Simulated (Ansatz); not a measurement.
The first iterations of a band of C2H6Si + H2 (11 atoms, charge 0, multiplicity 1).

Theory: Ansatz 0.2.0, UKS PBE0-D4/def2-SVP.

```yaml
movable_images: 5
climbing_image: yes
spring: 5.0 eV/Å²
optimiser: quadratic models (default)
start_path: through a guess of the saddle point
force_threshold: 0.05 eV/Å
iteration_limit: 60
end_points: relaxed
```

First end point:

```xyz
11
Properties=species:S:1:pos:R:3
Si 0.106 0.374 -1.009
C 1.262 0.693 0.490
C -0.743 -1.250 -0.442
H -1.312 1.589 -0.492
H -1.336 1.276 0.235
H 2.139 0.045 0.301
H 1.644 1.725 0.520
H 0.873 0.417 1.483
H -0.932 -1.362 0.638
H -0.031 -2.048 -0.726
H -1.670 -1.458 -0.999
```

Last end point:

```xyz
11
Properties=species:S:1:pos:R:3
Si -0.421 0.548 -0.234
C 1.251 0.777 0.596
C -0.870 -1.272 -0.388
H -0.395 1.175 -1.595
H -1.474 1.255 0.565
H 2.047 0.267 0.031
H 1.514 1.845 0.663
H 1.243 0.366 1.618
H -0.926 -1.748 0.604
H -0.120 -1.816 -0.983
H -1.848 -1.396 -0.878
```

| iteration | highest image above the first end (eV) | largest band force component (eV/Å) |
| --- | --- | --- |
| 1 | 0.225 | 5.494 |
| 2 | 0.256 | 2.031 |
| 3 | 0.321 | 1.111 |
| 4 | 0.194 | 0.849 |

Does the band converge within its limit, and where does its top end?

The forces met the threshold. It ended after 13 iterations with the highest image 0.203 eV above the first end. Neighbouring images differ by up to 1.3 eV, so the band resolves the path poorly. A vibrational analysis at the climbing image gives one clearly imaginary mode, 932i cm⁻¹: a first-order saddle point. The orbitals stay closed-shell, which can raise the energy where a bond breaks towards radicals; this wasn't checked here.

Time of the run: 2.7 min on 2 threads of Arm Neoverse V1 (shared host), peak memory 0.23 GiB.
